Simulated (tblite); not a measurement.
# H4O4: the cost of one run

Computed with tblite 0.8.0 and PySCF 2.14.0; each step states its level. No surroundings beyond the atoms listed, unless a continuum is named. Atoms count from 0, parts from 1.

## 1. Starting point

8 atoms, charge 0, multiplicity 1; geometry: rigid parts in contact. Parts: 1 = atoms 0–3, `OO`, charge 0; 2 = atoms 4–7, `OO`, charge 0.

## 2. Docking the parts with GFN2-xTB

Job settings and geometry (Å):

```
{"job": {"kind": "dock", "xc": "GFN2-xTB", "basis": "xTB"}, "charge": 0, "multiplicity": 1, "parts": [{"atoms": "0-3", "charge": 0, "multiplicity": 1}, {"atoms": "4-7", "charge": 0, "multiplicity": 1}]}
O      0.566726     0.421241    -0.079464
O     -0.566547    -0.421530     0.076847
H      1.297305    -0.196524     0.050783
H     -1.297485     0.196813    -0.048166
O     -0.900836     2.867392     0.363688
O     -1.849024     2.426867     1.325916
H     -0.385661     2.066046     0.206260
H     -2.361186     3.229245     1.487552
```

Level: GFN2-xTB search for minima from random contacts, gas phase.

The run is started by

```bash
$ OMP_NUM_THREADS=1 python cluster_run.py task.json out
```

The driver reads the jobs from task.json and runs them one after another.

Q: Estimate the wall time of this first job on 1 thread of AMD EPYC 9R45, shared host.

About 2.4 s.
